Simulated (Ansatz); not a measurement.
# How far a parabola holds: energy against volume of fcc Ca

fcc Ca was calculated with r²SCAN in Ansatz (plane waves, PAW). Settings: plane-wave cutoff 560 eV, 18×18×18 k mesh, Fermi–Dirac smearing 0.05 eV, scalar-relativistic PAW data made under PBE. The cell has no free parameter but its volume, all volumes share cutoff and mesh, and the runs aren't spin-polarised. Energies are free energies at the run's smearing, counted from the lowest row; static lattice.

```
V (Å³/atom)  E (meV/atom)
-----------  ------------
41.418               4.13
42.281               1.01
43.144               0.00
44.006               0.93
44.869               3.63
45.732                  ?
```

Problem. Fit E against V with a parabola, and predict the withheld value at V = 45.732.

Solution. With u = V - 43.1, the rows have u = -1.6820, -0.8190, 0.0440, 0.9060, 1.7690. Least squares gives E = 0.008 - 0.2386·u + 1.3031·u². Residuals (row less fit): 0.034, -0.067, 0.000, 0.069, -0.034; standard error 0.076 (degrees of freedom: 2). The fitted curve has its minimum at V = 43.2, where E = 0.00. Its curvature is d²E/dV² = 2 × 1.3031 meV/Å⁶, so B = V0·d²E/dV² × 0.1602 = 18.0 GPa. At the withheld row, u = 2.6320, so E = 0.008 - 0.2386 × 2.6320 + 1.3031 × 2.6320² = 8.407 meV/atom. The calculation gives 7.96 meV/atom, 0.447 meV/atom below the prediction (5.6 % of the range of E in the table). The row lies outside the fitted rows, so this is an extrapolation. From the scatter of the fitted rows alone, a prediction at this place has a standard error of 0.180 meV/atom, so the miss is 2.5 times that.

The residuals are curvature that a parabola lacks, not noise. A solid that stiffens under compression and softens on expansion lies above the parabola at the compressed end and under it at the expanded end, as this row does. A third-order Birch-Murnaghan fit to the whole scan has B0 = 17.9 GPa. Only scans are tabulated whose curvature falls smoothly with volume, and where the parabola meets the shown rows within 5 % of their range and misses the end by 0.1 meV or more.

Measured, for comparison: bulk modulus 18.6 GPa (corrected for temperature and zero-point phonon effects, sources range from 15.9 to 18.7; as tabulated in Levämäki et al. (2014), arXiv:1402.3671). Computed less measured: bulk modulus -3.8 % (inside the range of the sources held).

Ansatz is a program for electronic structure.
